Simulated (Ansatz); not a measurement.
## What a trial cell of NaTi3Bi2 relaxes into

Computed with Ansatz 0.2.0, DFT PBE, scalar-relativistic, plane waves, PAW. Cutoff 420 eV, Γ-centred k mesh, Gaussian smearing, no spin polarisation in the final step.

NaTi3Bi2 was placed on the MAX phase (312) structure type (P6_3/mmc, No. 194), with Na in place of Si, Bi in place of C, at a guessed volume.

```
CELL_PARAMETERS angstrom
3.67373 0.00000 0.00000
-1.83687 3.18155 0.00000
0.00000 0.00000 21.18082
ATOMIC_POSITIONS crystal
Na 0.00000 0.00000 0.25000
Na 0.00000 0.00000 0.75000
Ti 0.00000 0.00000 0.50000
Ti 0.00000 0.00000 0.00000
Ti 0.33333 0.66667 0.36500
Ti 0.66667 0.33333 0.86500
Ti 0.66667 0.33333 0.63500
Ti 0.33333 0.66667 0.13500
Bi 0.33333 0.66667 0.92800
Bi 0.66667 0.33333 0.42800
Bi 0.66667 0.33333 0.07200
Bi 0.33333 0.66667 0.57200
```

Steps on the 6×6×1 mesh (12 atoms). 10 of 10 steps are shown, and the free energy counts from the last. Trial steps that were taken back and renewals of the plane-wave basis can be among the rows.

| step | ΔF (meV/atom) | V (Å³/atom) | P (GPa) | largest force component (eV/Å) |
| --- | --- | --- | --- | --- |
| 1 | 460.6 | 20.63 | 27.90 | 3.180 |
| 2 | 68.9 | 23.67 | 7.82 | 0.825 |
| 3 | 12.8 | 25.06 | 2.04 | 0.241 |
| 4 | 7.7 | 25.64 | 0.19 | 0.022 |
| 5 | 4.8 | 25.64 | 0.46 | 0.023 |
| 6 | 3.9 | 25.85 | 0.00 | 0.031 |
| 7 | 2.8 | 26.15 | -0.42 | 0.033 |
| 8 | 2.0 | 26.08 | -0.24 | 0.017 |
| 9 | 0.2 | 25.73 | -0.04 | 0.030 |
| 10 | 0.0 | 25.73 | -0.01 | 0.030 |

Steps on the 12×12×2 mesh (12 atoms). 10 of 15 steps are shown, and the free energy counts from the last.

| step | ΔF (meV/atom) | V (Å³/atom) | P (GPa) | largest force component (eV/Å) |
| --- | --- | --- | --- | --- |
| 1 | 59.2 | 25.73 | -0.02 | 0.036 |
| 2 | 58.9 | 25.66 | -0.10 | 0.040 |
| 4 | 51.6 | 24.25 | 0.14 | 0.144 |
| 5 | 27.2 | 23.11 | 0.62 | 0.103 |
| 6 | 17.8 | 22.15 | 2.32 | 0.310 |
| 7 | 7.3 | 23.42 | -0.66 | 0.209 |
| 9 | 5.5 | 23.12 | 0.11 | 0.014 |
| 11 | 1.3 | 23.16 | 0.36 | 0.004 |
| 12 | 0.2 | 23.27 | 0.16 | 0.004 |
| 15 | 0.0 | 23.34 | 0.00 | 0.000 |

A final relaxation ran on a 12×12×2 mesh. The relaxed crystal, P6_3/mmc (No. 194):

Space group P6_3/mmc (No. 194). a = 3.260 Å, b = 3.260 Å, c = 30.433 Å, α = 90.00°, β = 90.00°, γ = 120.00°
| atom | site | symmetry | x | y | z |
| --- | --- | --- | --- | --- | --- |
| Na | 2b | -6m2 | 0.0000 | 0.0000 | 0.2500 |
| Ti | 2a | -3m. | 0.0000 | 0.0000 | 0.5000 |
| Ti | 4f | 3m. | 0.3333 | 0.6667 | 0.3447 |
| Bi | 4f | 3m. | 0.3333 | 0.6667 | 0.9225 |

```yaml
Volume_per_atom: 23.34 Å³
Density: 6.93 g/cm³
Energy_over_the_elements: 0.43 eV/atom
Gap_on_the_12×12×2_mesh: 0 eV (a metal)
```

Formation energies are uncorrected and refer to the elements' standard structures at the same level.

The final run used a 12×12×2 mesh on its 12-atom cell and 0.10 eV smearing. The k mesh leaves about 4 meV/atom of noise in metals. Spin–orbit coupling is left out.

A structure relaxed within its symmetry needn't be a true minimum.

Cost: 4 runs of about 25 core-minutes in all, on Arm Neoverse V1 (shared hosts).